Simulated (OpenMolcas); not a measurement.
**A workflow on BHF2 (SMILES FBF)**

Wanted: the energy (UHF/STO-3G), then a single-point energy (CASSCF(2,2)/STO-3G), then the energy (CASPT2(2,2)/STO-3G), then the energy (SC-NEVPT2(2,2)/STO-3G), then the energy (MRCI(2,2)/STO-3G) of BHF2. 

The calculation is run with OpenMolcas 26.06.

3 further runs of the same task are left out: 3 that didn't finish.

## 1. The molecule

BHF2 has 4 atoms, charge 0, and is taken as a singlet. As SMILES, `FBF`. The F1–B2 distance was set to 3.283 Å, away from the relaxed value. At this shape a bond of the SMILES string is far longer than usual.

Bond lengths: B2–F3 1.313 Å, B2–H4 1.191 Å. Angles: F3–B2–H4 121.0°.

## 2. A single-point energy at UHF/STO-3G (run 1)

Input file step1.inp:

```
>>> EXPORT MOLCAS_PRINT=2
&GATEWAY
BasLib = $CurrDir
Coord
4
angstrom
F        2.888611       1.188755      -0.942554
B       -0.001900      -0.031000       0.025200
F       -1.095400       0.528700      -0.438900
H       -0.057000      -0.954600       0.775600
Basis = STO-3G
Group = NoSym
&SEWARD
&SCF
UHF
Scramble = 0.25
PrOrbitals = 1 1
```

The basis set STO-3G is read from a file made from the Basis Set Exchange's data (not shown).

Command:

```console
export MOLCAS_MEM=1860
pymolcas step1.inp > step1.log
```

Output:

```text
--- Start Module: gateway ---
[...]
--- Stop Module: gateway /rc=_RC_ALL_IS_WELL_ ---
--- Start Module: seward ---
[...]
      Basis functions           16
--- Stop Module: seward /rc=_RC_ALL_IS_WELL_ ---
--- Start Module: scf ---
[...]
       Convergence after  37 Iterations
[...]
::    Total SCF energy                               -220.9325937564
[...]
      Total spin, S                                     0.6193407908
[...]
      Total electronic charge=   24.000000
      Total            charge=   -0.000000
[...]
      Dipole Moment (debye):
      Origin of the operator (angstrom)=    0.6796    0.6263   -0.5036
                   X=  3.0497E-01               Y=  2.7760E-02               Z= -1.9698E-02           Total=  3.0686E-01
      Quadrupole Moment (debye*angstrom):
[...]
--- Stop Module: scf /rc=_RC_ALL_IS_WELL_ ---
[...]
```

Run time: 2.3 s. Hardware: 1 thread of Arm Neoverse V1, shared host; peak memory 0.37 GiB.

## 3. The energy at CASSCF(2,2)/STO-3G (run 2)

Input file step2.input:

```
* BF2H CASSCF
>>> EXPORT MOLCAS_PRINT=2

&gateway
 baslib=$CurrDir
 coord
 4
 angstrom
 F        2.888611       1.188755      -0.942554
 B       -0.001900      -0.031000       0.025200
 F       -1.095400       0.528700      -0.438900
 H       -0.057000      -0.954600       0.775600
 basis=STO-3G
 group=NoSym

&seward

&rasscf
 fileorb=$CurrDir/step1.UnaOrb
 spin=1
 nactel=2 0 0
 inactive=11
 ras2=2
 orblisting=Nothing
```

The basis set STO-3G is read from a file made from the Basis Set Exchange's data (not shown).

Command:

```console
export MOLCAS_MEM=1860
pymolcas step2.input > step2.log
```

Output:

```text
--- Start Module: gateway ---
[...]
--- Stop Module: gateway /rc=_RC_ALL_IS_WELL_ ---
--- Start Module: seward ---
[...]
      Basis functions           16
--- Stop Module: seward /rc=_RC_ALL_IS_WELL_ ---
--- Start Module: rasscf ---
[...]
      Number of active orbitals                  2
[...]
      Spin quantum number                      0.0
[...]
      Active orbitals                            2
[...]
      Number of CSFs                             3
[...]
      Number of root(s) required                 1
[...]
      Convergence after 35 iterations
[...]
      printout of CI-coefficients larger than  0.05 for root  1
      energy=    -220.933007
      conf/sym  11     Coeff  Weight
             1  20  -0.73699 0.54315
             3  02   0.67591 0.45685
      Natural orbitals and occupation numbers for root  1
      sym 1:   1.086297   0.913703
      ************************************************************************************************************************
      *                                                    Final results                                                     *
[...]
::    RASSCF root number  1 Total energy:   -220.93300670
[...]
      Total electronic charge=   24.000000
      Total            charge=   -0.000000
[...]
      Dipole Moment (debye):
      Origin of the operator (angstrom)=    0.6796    0.6263   -0.5036
                   X=  2.8077E-01               Y=  1.1476E-02               Z= -6.9990E-03           Total=  2.8109E-01
      Quadrupole Moment (debye*angstrom):
[...]
--- Stop Module: rasscf /rc=_RC_ALL_IS_WELL_ ---
[...]
```

Run time: 2.2 s. Hardware: 1 thread of Arm Neoverse V1, shared host; peak memory 0.37 GiB.

## 4. The energy at CASPT2(2,2)/STO-3G (run 3)

Input file step3.input:

```
&GATEWAY
BasLib=$CurrDir
Coord
4
angstrom
F        2.888611       1.188755      -0.942554
B       -0.001900      -0.031000       0.025200
F       -1.095400       0.528700      -0.438900
H       -0.057000      -0.954600       0.775600
Basis=STO-3G
Group=NoSym
&SEWARD
&RASSCF
FileOrb=$CurrDir/step2.RasOrb
Spin=1
Nactel=2 0 0
Inactive=11
Ras2=2
OrbListing=Nothing
&CASPT2
Imaginary=0.1
Frozen=3
```

The basis set STO-3G is read from a file made from the Basis Set Exchange's data (not shown).

Command:

```console
export MOLCAS_MEM=1860
pymolcas step3.input > step3.log
```

Output:

```text
--- Start Module: gateway ---
[...]
--- Stop Module: gateway /rc=_RC_ALL_IS_WELL_ ---
[...]
      Basis functions           16
[...]
--- Start Module: rasscf ---
[...]
      Number of active orbitals                  2
[...]
      Spin quantum number                      0.0
[...]
      Active orbitals                            2
[...]
      Number of CSFs                             3
[...]
      Number of root(s) required                 1
[...]
      Convergence after  4 iterations
[...]
      printout of CI-coefficients larger than  0.05 for root  1
      energy=    -220.933007
      conf/sym  11     Coeff  Weight
             1  20  -0.73699 0.54315
             3  02   0.67591 0.45685
      Natural orbitals and occupation numbers for root  1
      sym 1:   1.086297   0.913703
      ************************************************************************************************************************
      *                                                    Final results                                                     *
[...]
::    RASSCF root number  1 Total energy:   -220.93300670
[...]
      Total electronic charge=   24.000000
      Total            charge=   -0.000000
[...]
      Dipole Moment (debye):
      Origin of the operator (angstrom)=    0.6796    0.6263   -0.5036
                   X=  2.8077E-01               Y=  1.1477E-02               Z= -6.9978E-03           Total=  2.8109E-01
      Quadrupole Moment (debye*angstrom):
[...]
--- Stop Module: rasscf /rc=_RC_ALL_IS_WELL_ ---
--- Start Module: caspt2 ---
[...]
 ###    WARNING: User changed nr of frozen orbitals.                         ###
 ###############################################################################
[...]
      E2 (Variational):          -0.0531760586
      Total energy:            -220.9861827621
[...]
      Reference weight:           0.97605
[...]
::    CASPT2 Root  1     Total energy:   -220.98618276
[...]
--- Stop Module: caspt2 /rc=_RC_ALL_IS_WELL_ ---
[...]
```

Wall time 1.7 s (1 thread of Arm Neoverse V1, shared host); peak memory 0.37 GiB.

## 5. A single-point energy at SC-NEVPT2(2,2)/STO-3G (run 4)

Input file step4.inp:

```
>>> EXPORT MOLCAS_PRINT=2
&GATEWAY
BASLIB = $CurrDir
COORD
4
angstrom
F        2.888611       1.188755      -0.942554
B       -0.001900      -0.031000       0.025200
F       -1.095400       0.528700      -0.438900
H       -0.057000      -0.954600       0.775600
BASIS = STO-3G
GROUP = NoSym
&SEWARD
&RASSCF
FILEORB = $CurrDir/step2.RasOrb
SPIN = 1
NACTEL = 2 0 0
INACTIVE = 11
RAS2 = 2
ORBLISTING = Nothing
&CASPT2
SC-NEVPT2
FROZEN = 3
```

The basis set STO-3G is read from a file made from the Basis Set Exchange's data (not shown).

Command:

```console
export MOLCAS_MEM=1860
pymolcas step4.inp > step4.log
```

Output:

```text
--- Start Module: gateway ---
[...]
--- Stop Module: gateway /rc=_RC_ALL_IS_WELL_ ---
[...]
      Basis functions           16
[...]
--- Start Module: rasscf ---
[...]
      Number of active orbitals                  2
[...]
      Spin quantum number                      0.0
[...]
      Active orbitals                            2
[...]
      Number of CSFs                             3
[...]
      Number of root(s) required                 1
[...]
      Convergence after  4 iterations
[...]
      printout of CI-coefficients larger than  0.05 for root  1
      energy=    -220.933007
      conf/sym  11     Coeff  Weight
             1  20  -0.73699 0.54315
             3  02   0.67591 0.45685
      Natural orbitals and occupation numbers for root  1
      sym 1:   1.086297   0.913703
      ************************************************************************************************************************
      *                                                    Final results                                                     *
[...]
::    RASSCF root number  1 Total energy:   -220.93300670
[...]
      Total electronic charge=   24.000000
      Total            charge=   -0.000000
[...]
      Dipole Moment (debye):
      Origin of the operator (angstrom)=    0.6796    0.6263   -0.5036
                   X=  2.8077E-01               Y=  1.1477E-02               Z= -6.9978E-03           Total=  2.8109E-01
      Quadrupole Moment (debye*angstrom):
[...]
--- Stop Module: rasscf /rc=_RC_ALL_IS_WELL_ ---
--- Start Module: caspt2 ---
[...]
 ###    WARNING: User changed nr of frozen orbitals.                         ###
 ###############################################################################
[...]
      E2 (Variational):          -0.0521183857
[...]
      E2 (Variational):          -0.0521155546
      Total energy:            -220.9851222582
[...]
      Reference weight:           0.97695
[...]
::    SC-NEVPT2 Root  1     Total energy:   -220.98512226
[...]
--- Stop Module: caspt2 /rc=_RC_ALL_IS_WELL_ ---
[...]
```

Wall time 1.7 s (1 thread of Arm Neoverse V1, shared host); peak memory 0.37 GiB.

## 6. The energy at MRCI(2,2)/STO-3G (run 5)

Input file step5.input:

```
* BF2H MRCI

&GATEWAY
  BasLib
  $CurrDir
  Coord
  4
  angstrom
  F        2.888611       1.188755      -0.942554
  B       -0.001900      -0.031000       0.025200
  F       -1.095400       0.528700      -0.438900
  H       -0.057000      -0.954600       0.775600
  Basis
  STO-3G
  Group
  NoSym

&SEWARD

&RASSCF
  FileOrb
  $CurrDir/step2.RasOrb
  Spin
  1
  Nactel
  2 0 0
  Inactive
  11
  Ras2
  2
  OrbListing
  Nothing

&MOTRA
  LumOrb
  Frozen
  3

&GUGA
  Electrons
  18
  Spin
  1
  Inactive
  8
  Active
  2
  CIAll
  1

&MRCI
  SDCI
```

The basis set STO-3G is read from a file made from the Basis Set Exchange's data (not shown).

Command:

```console
export MOLCAS_MEM=1860
pymolcas step5.input > step5.log
```

Output:

```text
--- Start Module: gateway ---
[...]
--- Stop Module: gateway /rc=_RC_ALL_IS_WELL_ ---
[...]
      Basis functions           16
[...]
      Number of active orbitals                  2
[...]
      Spin quantum number                      0.0
[...]
      Active orbitals                            2
[...]
      Number of CSFs                             3
[...]
      Number of root(s) required                 1
[...]
      Convergence after  4 iterations
[...]
      printout of CI-coefficients larger than  0.05 for root  1
      energy=    -220.933007
      conf/sym  11     Coeff  Weight
             1  20  -0.73699 0.54315
             3  02   0.67591 0.45685
      Natural orbitals and occupation numbers for root  1
      sym 1:   1.086297   0.913703
      ************************************************************************************************************************
      *                                                    Final results                                                     *
[...]
::    RASSCF root number  1 Total energy:   -220.93300670
[...]
      Dipole Moment (debye):
      Origin of the operator (angstrom)=    0.6796    0.6263   -0.5036
                   X=  2.8077E-01               Y=  1.1477E-02               Z= -6.9978E-03           Total=  2.8109E-01
      Quadrupole Moment (debye*angstrom):
[...]
      *** WARNING: Default frozen orbitals is overwritten by user input.
      *** Default values:   3
[...]
--- Start Module: guga ---
[...]
--- Stop Module: guga /rc=_RC_ALL_IS_WELL_ ---
--- Start Module: mrci ---
[...]
       (But an ACPF correction will be computed)
       USE THE DEFAULT ACPF G-VALUE GFAC=  0.11111111111111110
[...]
                      CI ENERGY:  -220.99854283
[...]
                ACPF CORRECTION:    -0.00289017
[...]
      Total electronic charge=   24.000000
      Total            charge=   -0.000000
[...]
     ACPF CORRECTION:     -0.00289017
[...]
  CI State   1     Total energy:   -220.99854283     QDav:     -0.00326947     QACPF:     -0.00289017
[...]
--- Stop Module: mrci /rc=_RC_ALL_IS_WELL_ ---
[...]
```

It took 1.9 s on 1 thread of Arm Neoverse V1, shared host; peak memory 0.37 GiB.

## 7. Outcome

| quantity | value |
| --- | --- |
| run 1, UHF/STO-3G: total energy | -220.93259 Eh |
| run 1, UHF/STO-3G: dipole moment | 0.31 D |
| run 1, UHF/STO-3G: HOMO energy | -7.33 eV |
| run 1, UHF/STO-3G: LUMO energy | 7.56 eV |
| run 1, UHF/STO-3G: HOMO–LUMO gap | 14.89 eV |
| run 1, UHF/STO-3G: ⟨S²⟩ | 1.003 |
| run 2, CASSCF(2,2)/STO-3G: total energy | -220.93301 Eh |
| run 2, CASSCF(2,2)/STO-3G: dipole moment (CASSCF density) | 0.28 D |
| run 3, CASPT2(2,2)/STO-3G: total energy | -220.98618 Eh |
| run 3, CASPT2(2,2)/STO-3G: dipole moment (CASSCF density) | 0.28 D |
| run 4, SC-NEVPT2(2,2)/STO-3G: total energy | -220.98512 Eh |
| run 4, SC-NEVPT2(2,2)/STO-3G: dipole moment (CASSCF density) | 0.28 D |
| run 5, MRCI(2,2)/STO-3G: total energy | -220.99854 Eh |
| run 5, MRCI(2,2)/STO-3G: dipole moment (CASSCF density) | 0.28 D |

What this shows: ⟨S²⟩ (run 1, UHF/STO-3G) is 1.00 where a pure singlet has 0.00: the reference is spin-contaminated. Mulliken charges (run 1, UHF/STO-3G) run from -0.18 on F3 to +0.27 on B2. Mulliken charges (run 2, CASSCF(2,2)/STO-3G) run from -0.18 on F3 to +0.27 on B2. Mulliken charges (run 4, SC-NEVPT2(2,2)/STO-3G) of the CASSCF density run from -0.18 on F3 to +0.27 on B2.
